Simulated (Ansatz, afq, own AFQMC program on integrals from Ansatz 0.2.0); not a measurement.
CH4N, doublet: AFQMC among the cluster methods

```xyz
6

N    -0.0887    0.0000    0.6446
C     0.0848    0.0000   -0.7305
H     0.2213   -0.8326    1.1206
H     0.2213    0.8326    1.1206
H    -0.1102   -0.9302   -1.2469
H    -0.1102    0.9302   -1.2469
```

Connectivity, by distances: NH2–CH2.

Basis 6-31G. Noble-gas cores (and the filled d shells of Ga–Kr and In–Xe) are frozen. Ansatz 0.2.0 and our own AFQMC program on the same integrals; the CISD trial comes from CCSD amplitudes, and released means the phaseless constraint is let go. Free AFQMC starts from the CCSD state and is never constrained. Its projection time is finite, and what remains of the start isn't in its error. Error bars are statistical, one sigma.

Determinant: UHF, the one that the program's search chose, which needn't be the lowest solution. The geometry is a point of a scan.

No full CI on the walks' own integrals is used here; CCSDT(Q) serves as the reference and is uncertain by about the last step of the cluster series.

```
T1 diagnostic                               : 0.0152
weight of the determinant in the CISD state : 0.913
⟨S²⟩ of the determinant                     : 0.760
size of the correlated space                : 13 electrons in 24 orbitals
```

| level | correlation energy (eV) |
| --- | --- |
| MP2 | -4.9906 |
| CCSD | -5.6472 |
| CCSD(T) | -5.7451 |

Q: Estimate where phaseless AFQMC with a CISD trial lies against CCSD(T) on the same integrals.

A: 1.18 ± 0.42 mEh below CCSD(T).

Reference: CCSDT(Q), correlation energy -5.767 eV. The released energy is read at 2.40 1/Eh (meV from the phaseless value at times in 1/Eh: 9 ± 11 at 0.24, 13 ± 9 at 0.51, -4 ± 12 at 0.99, 19 ± 12 at 1.62, 4 ± 14 at 2.40).

```tsv
level	E − E(reference) (mEh)	share of correlation (%)
CCSD(T)	0.80	99.62
CCSDT	0.40	99.81
ph-AFQMC/HF	-1.78 ± 1.94	100.84
ph-AFQMC/CISD	-0.37 ± 0.42	100.18
released AFQMC	-0.24 ± 0.51	100.11
free AFQMC	0.32 ± 0.42	99.85
```

Free projections are given only where their last times agree within the noise and don't stop above the reference; a slow remainder of the start can still hide under it. A walk keeps the symmetry of its determinant, which the program's search chose and which needn't be the lowest solution, so a lower state of the same spin and another symmetry isn't excluded. Released energies are given only where the last usable release times agree within the noise; a slower fall can still hide under it.
